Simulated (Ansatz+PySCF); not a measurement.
**doublet C₃H₇: levels of theory in one basis**

```yaml
atoms:
  - { symbol: C, position_ang: [0.0054, 0.5394, 0.0000] }
  - { symbol: C, position_ang: [0.0054, -0.2041, 1.2916] }
  - { symbol: C, position_ang: [0.0054, -0.2041, -1.2916] }
  - { symbol: H, position_ang: [-0.3317, 1.5709, 0.0000] }
  - { symbol: H, position_ang: [0.2126, 0.4548, 2.1385] }
  - { symbol: H, position_ang: [0.2126, 0.4548, -2.1385] }
  - { symbol: H, position_ang: [-0.9199, -0.6670, 1.4759] }
  - { symbol: H, position_ang: [0.7584, -0.9997, 1.2862] }
  - { symbol: H, position_ang: [0.7584, -0.9997, -1.2862] }
  - { symbol: H, position_ang: [-0.9199, -0.6670, -1.4759] }
```

Basis set: cc-pVTZ (spherical functions). Correlated methods keep 3 orbitals frozen. Correlation on ROHF uses semicanonical orbitals with singles. Charge 0, multiplicity 2.

Computed with Ansatz (development build ahead of 0.2.0); each method stands on the lowest determinant of its kind that the runs found.

```tsv
method	E − E(ROHF) (eV)	<S²> of the determinant
ROHF	0.00	0.75
UHF	-0.13	0.76
ROHF-MP2	-13.86	–
UHF-MP2	-13.84	0.76
```
